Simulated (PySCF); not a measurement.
Stepwise substitution at one centre (Al Cl-I). All species are isolated molecules in the gas phase. Strings in code marks are SMILES.

Level of theory: PBE-D3(BJ)/def2-TZVP // PBE0-D3(BJ)/def2-TZVP (PySCF). Delta-SCF ions had no search for a lower state. 

```
species                                          HOMO (eV)  vertical ionisation energy (Delta-SCF) (eV)  S1 oscillator strength  LUMO (eV)
----------------------------------------------  ----------  -------------------------------------------  ----------------------  ---------
0 of 3 Cl replaced by I (`[Cl][Al]([Cl])[Cl]`)       -7.95                                        10.85                   0.000      -2.11
1 of 3 Cl replaced by I                         (withheld)                                            –              (withheld)      -2.32
2 of 3 Cl replaced by I (`[I][Al]([Cl])[I]`)    (withheld)                                         9.34                   0.006      -2.50
3 of 3 Cl replaced by I                              -6.61                                         8.94                   0.000      -2.66
```

Task: Some entries are withheld; supply them.

Result: 
- 1 of 3 Cl replaced by I, HOMO (eV): -7.04
- 1 of 3 Cl replaced by I, S1 oscillator strength: 0.010
- 2 of 3 Cl replaced by I (`[I][Al]([Cl])[I]`), HOMO (eV): -6.79
